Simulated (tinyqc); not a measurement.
Inside a calculation. Method: coupled-perturbed Hartree-Fock on RHF in the sto-3g basis, for H2O, spin multiplicity 1. One step of it, computed by the program tinyqc.

Question. Orthogonalisation. S = U s U^T; canonical form X = U s^(-1/2), so that X^T S X = 1. Each column of U has its largest component positive (the first on a tie).

overlap S, lower triangle:
```
           1O 1s     1O 2s    1O 2px     1O 2py    1O 2pz     2H 1s     3H 1s
1O 1s   1.000000
1O 2s   0.236704  1.000000
1O 2px  0.000000  0.000000  1.000000
1O 2py  0.000000  0.000000  0.000000   1.000000
1O 2pz  0.000000  0.000000  0.000000   0.000000  1.000000
2H 1s   0.053417  0.471923  0.000000   0.313827  0.234759  1.000000
3H 1s   0.053417  0.471923  0.000000  -0.313827  0.234759  0.242416  1.000000
```

Give: eigenvalues of S; X.

Answer.

eigenvalues of S: 0.3454  0.4187  0.8873  1.0000  1.0911  1.3389  1.9187

X:
```
              1        2        3       4        5        6       7
1O 1s   -0.3070   0.0000   0.7583  0.0000  -0.6148   0.0000  0.1530
1O 2s    1.1854   0.0000  -0.2909  0.0000  -0.2934   0.0000  0.4245
1O 2px   0.0000   0.0000   0.0000  1.0000   0.0000   0.0000  0.0000
1O 2py   0.0000   0.9378   0.0000  0.0000   0.0000   0.6869  0.0000
1O 2pz   0.5345   0.0000   0.6474  0.0000   0.6486   0.0000  0.1915
2H 1s   -0.7452  -0.8685  -0.1554  0.0000   0.1259   0.3709  0.3748
3H 1s   -0.7452   0.8685  -0.1554  0.0000   0.1259  -0.3709  0.3748
```
